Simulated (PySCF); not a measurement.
Reaction (SMILES): C(O)C + H+ → CC[OH2+]
B3LYP-D3(BJ)/def2-TZVP geometries, fixed; electronic energies without zero-point terms; positive where energy is released.

Effect of the atomic grid (radial, angular points) at r2SCAN/def2-TZVP with PySCF, against the last row, where the proton affinity is 193.26 kcal/mol. Species with rotatable bonds are taken in one conformer. Cost is core time over that of atom_grid: 30, 110, unpruned, rough, on shared machines of one kind.

| setting | grid points, largest species | largest shift of a total energy (mEh) | shift of the proton affinity (kcal/mol) | cost |
|---|---|---|---|---|
| atom_grid: 30, 110, unpruned | 33000 | -0.115 | 0.088 | 1× |
| atom_grid: 50, 194, unpruned | 97000 | 0.036 | -0.021 | 2× |
| atom_grid: 75, 302, unpruned | 226504 | 0.014 | 0.000 | 3× |
| atom_grid: 99, 590, unpruned | 584104 | -0.006 | -0.001 | 6× |
| atom_grid: 150, 974, unpruned | 1461000 | 0.000 | 0.000 | 10× |

Within 0.05 kcal/mol in the proton affinity: atom_grid: 50, 194, unpruned; atom_grid: 75, 302, unpruned; atom_grid: 99, 590, unpruned. The largest shift is 0.115 mEh in a total energy and 0.088 kcal/mol in the difference.
